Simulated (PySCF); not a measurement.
Species: BH4O (charge -1).
Numbering: `[BH3-:1][OH:2]`

Structure used (PBE0-D3(BJ)/def2-SVP), in Å, numbered top down from 1:
```xyz
6
BH4O angstrom
B     -0.3354   -0.0012   -0.0206
O      1.0231   -0.4547   -0.4223
H     -0.5263    1.2442   -0.2158
H     -1.1899   -0.6217   -0.7028
H     -0.5983   -0.2230    1.2072
H      1.6331    0.0604    0.1111
```

Method used: PySCF, delta-SCF UKS SCAN, pcX-2 on the ionised atom, pcseg-1 elsewhere, spin-free X2C. Every row has its own mixed basis.

```tsv
ionised atom	basis functions	E(ground) (Eh)	binding energy (eV)
B1	79	-102.51614	188.345
O2	79	-102.55071	531.715
```

Fill in the total energy of each core-ionised state.

With binding energy = E(ionised) − E(ground) and 27.2114 eV a hartree:

```
atom  binding energy (Eh)  E(ionised) (Eh)
  B1               6.9215         -95.5946
  O2              19.5402         -83.0106
```

How much do the ground-state energies differ, and what would follow from using one of them for all holes?

They run from -102.5507 Eh (core basis on O2) to -102.5161 Eh (on B1), 0.0346 Eh or 0.94 eV apart, for one and the same state in different bases and grids. Pairing the ion of B1 with the ground state of O2 would put its binding energy 0.94 eV too high.

Only 1s holes are shown. The species carries charge -1, so core ionisation leaves a neutral species. The basis sets have no added diffuse functions. Geometry: PBE0-D3(BJ)/def2-SVP; no solvent, vibrations or thermal averaging.
